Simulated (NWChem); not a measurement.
Everything below was run with NWChem. System: NO, charge 0, spin multiplicity 2, at a geometry optimised with UPBE0/def2-SVP. The structure started from a generated list of species. Its SCF solution wasn't tested for a lower state. Level: UB2PLYP/def2-TZVP, 2 core orbitals frozen.

Input file:

```
start mol
memory heap 200 mb stack 900 mb global 1100 mb
geometry units angstroms nocenter noautoz
  N      0.000000     0.000000     0.609265
  O      0.000000     0.000000    -0.533107
  symmetry group C2v
end
basis spherical
  * library def2-tzvp
end
dft
  xc hfexch 0.53 becke88 0.47 lyp 0.73 mp2 0.27
  dftmp2
  odft
  mult 2
  semidirect memsize 60000000 filesize 0
  iterations 100
end
mp2
  freeze core 2
end
task dft energy
```

Part of the output:

```
             Northwest Computational Chemistry Package (NWChem) 7.3.0
             --------------------------------------------------------

                                NWChem Input Module
                                -------------------

 Scaling coordinates for geometry "geometry" by  1.889725989
 (inverse scale =  0.529177249)

 Turning off AUTOSYM since
 SYMMETRY directive was detected!

                             Geometry "geometry" -> ""
                             -------------------------

 Output coordinates in angstroms (scale by  1.889725989 to convert to a.u.)

  No.       Tag          Charge          X              Y              Z
 ---- ---------------- ---------- -------------- -------------- --------------
    1 N                    7.0000     0.00000000     0.00000000     0.60926500
    2 O                    8.0000     0.00000000     0.00000000    -0.53310700

 Effective nuclear repulsion energy (a.u.)      25.9406970269

            Nuclear Dipole moment (a.u.)
            ----------------------------
        X                 Y               Z
 ---------------- ---------------- ----------------
     0.0000000000     0.0000000000    -0.0000018897

      Symmetry information
      --------------------

 Group name             C2v
 Group number             16
 Group order               4
 No. of unique centers     2

      Symmetry unique atoms

     1    2


 Summary of "ao basis" -> "" (spherical)
 ------------------------------------------------------------------------------
       Tag                 Description            Shells   Functions and Types
 ---------------- ------------------------------  ------  ---------------------
 *                         def2-tzvp                  on all atoms

  dft_input: which_mp2 not specified, using semidirect MP2 by default.

                                 NWChem DFT Module
                                 -----------------

 Summary of "ao basis" -> "ao basis" (spherical)
 ------------------------------------------------------------------------------
       Tag                 Description            Shells   Functions and Types
 ---------------- ------------------------------  ------  ---------------------
 N                         def2-tzvp                11       31   5s3p2d1f
 O                         def2-tzvp                11       31   5s3p2d1f

 Summary of "ao basis" -> "ao basis" (spherical)
 ------------------------------------------------------------------------------
       Tag                 Description            Shells   Functions and Types
 ---------------- ------------------------------  ------  ---------------------
 N                         def2-tzvp                11       31   5s3p2d1f
 O                         def2-tzvp                11       31   5s3p2d1f

      Symmetry analysis of basis
      --------------------------

        a1         28
        a2          6
        b1         14
        b2         14

            General Information
            -------------------
          SCF calculation type: DFT
          Wavefunction type:  spin polarized.
          No. of atoms     :     2
          No. of electrons :    15
           Alpha electrons :     8
            Beta electrons :     7
          Charge           :     0
          Spin multiplicity:     2
          Use of symmetry is: on ; symmetry adaption is: on
          Maximum number of iterations: 100
          AO basis - number of functions:    62
                     number of shells:    22
[...]
 overlap   1.000  1.000  1.000  0.995  0.995  0.995  1.000  0.982  1.000  1.000

   alpha     11     12     13     14     15     16     17     18     19     20
    beta     11     13     12     14     16     15     17     18     19     20
 overlap   0.999  0.985  1.000  1.000  0.988  1.000  0.998  0.999  1.000  0.999

   alpha     21     22     23     24     25     26     27     28     29     30
    beta     22     21     23     24     25     26     28     27     29     31
 overlap   0.999  1.000  0.999  1.000  0.999  0.997  0.989  0.999  0.996  0.989

   alpha     31     32     33     34     35     36     37     38     39     40
    beta     30     32     34     33     35     37     36     40     39     38
 overlap   0.999  1.000  1.000  1.000  1.000  1.000  0.980  1.000  0.999  0.980

   alpha     41     42     43     44     45     46     47     48     49     50
    beta     41     42     44     43     45     47     46     49     48     50
 overlap   1.000  0.999  1.000  0.995  0.996  1.000  1.000  1.000  1.000  1.000

   alpha     51     52     53     54     55     56     57     58     59     60
    beta     51     52     53     54     56     55     57     58     59     60
 overlap   1.000  1.000  1.000  1.000  1.000  1.000  1.000  1.000  1.000  1.000

   alpha     61     62
    beta     61     62
 overlap   1.000  1.000

     --------------------------
     Expectation value of S2:
     --------------------------
      <S2> =      0.7567 (Exact =     0.7500)

 center of mass
 --------------
 x =   0.00000000 y =   0.00000000 z =   0.00028864

 moments of inertia (a.u.)
 ------------------
          34.795719446386           0.000000000000           0.000000000000
           0.000000000000          34.795719446386           0.000000000000
           0.000000000000           0.000000000000           0.000000000000

     Multipole analysis of the density
     ---------------------------------

     L   x y z        total         alpha         beta         nuclear
     -   - - -        -----         -----         ----         -------
     0   0 0 0     -0.000000     -8.000000     -7.000000     15.000000

     1   1 0 0      0.000000      0.000000      0.000000      0.000000
     1   0 1 0      0.000000      0.000000     -0.000000      0.000000
     1   0 0 1      0.005109     -0.272346      0.277457     -0.000002

     2   2 0 0     -7.964490     -4.579805     -3.384685      0.000000
     2   1 1 0      0.000000      0.000000     -0.000000      0.000000
     2   1 0 1      0.000000      0.000000     -0.000000      0.000000
     2   0 2 0     -7.161061     -3.734664     -3.426397      0.000000
     2   0 1 1      0.000000      0.000000      0.000000      0.000000
     2   0 0 2     -8.439442    -13.925423    -11.912428     17.398409

                   NWChem MP2 Semi-direct Energy/Gradient Module
                   ---------------------------------------------

  Basis functions       =     62
  Molecular orbitals    =     62
  Frozen core           =      2
  Frozen virtuals       =      0
  Active alpha occupied =      6
  Active beta occupied  =      5
  Active alpha virtual  =     54
  Active beta virtual   =     55
  Use MO symmetry       = T
  Use skeleton AO sym   = T

  AO/Fock/Back tols     =   1.0D-09  1.0D-09  1.0D-09

 GA uses MA = F    GA memory limited = T

 Available:
  local mem=  4.43D+07
 global mem=  1.44D+08
 local disk=  0.00D+00
  mp2_memr nvloc                    54
  nvloc new                    54
   1 passes of   6:        4194304                      24035                   2156970.
   1 passes of   6: M     44323940           G      144171512           F      40129636.

 Semi-direct pass number   1 of   1  for UHF alpha       at        1.6s
  vrange nnbf                  1952
  mp2_eaftype                    10  avail_ma_in_mb                   386
 EAF : mp2_eaftype filesize          10    1078485.
  mp2_eaf for mointskh                     10
Node 0 wrote      5.1 Mb in      0.0 s     Agg I/O rate:   478.8 Mb/s
 Done moints_semi at        2.5s
  mp2_eaftype                    10  avail_ma_in_mb                   386
 EAF : mp2_eaftype filesize          10    1078485.
  mp2_eaf for kh                    10
 Done maket at        2.6s
 Done multipass loop at        2.6s

 GA uses MA = F    GA memory limited = T

 Available:
  local mem=  4.43D+07
 global mem=  1.44D+08
 local disk=  0.00D+00
  mp2_memr nvloc                    55
  nvloc new                    55
   1 passes of   5:        4194304                      21586                   1831767.
   1 passes of   5: M     44323940           G      144171512           F      40129636.

 Semi-direct pass number   1 of   1  for UHF beta        at        2.6s
  vrange nnbf                  1952
  mp2_eaftype                    10  avail_ma_in_mb                   386
 EAF : mp2_eaftype filesize          10     915884.
  mp2_eaf for mointskh                     10
Node 0 wrote      4.3 Mb in      0.0 s     Agg I/O rate:   724.5 Mb/s
 Done moints_semi at        3.5s
  mp2_eaftype                    10  avail_ma_in_mb                   386
 EAF : mp2_eaftype filesize          10     915884.
  mp2_eaf for kh                    10
 Done maket at        3.5s
 Done multipass loop at        3.5s

          -------------------------------------------
          DFT energy                    -129.733228809648
          Unscaled MP2 energy             -0.489733593127
          Total DFT+MP2 energy          -129.865456879792
          -------------------------------------------

 -----------------------
 Performance information
 -----------------------

 Timer overhead =  2.90D-07 seconds/call

               Nr. of calls         CPU time (s)                 Wall time (s)                GFlops
             ---------------    -------------------     ------------------------------   -------------------
Name         Min   Avg   Max    Min     Avg     Max     Min     Avg     Max   Mx/calls   Min     Max     Sum
mp2: moin     2     2     2    1.8     1.8     1.8      1.8     1.8     1.8    0.90      0.0     0.0     0.0
mp2: make     2     2     2   0.11    0.11    0.11     0.11    0.11    0.11    5.55E-2   0.0     0.0     0.0
mp2: tota     1     1     1    2.0     2.0     2.0      2.0     2.0     2.0     2.0      0.0     0.0     0.0

 The average no. of pstat calls per process was 5.00D+00
 with a timing overhead of 1.45D-06s

 Task  times  cpu:        3.5s     wall:        3.5s

 Total times  cpu:        3.6s     wall:        3.6s
```
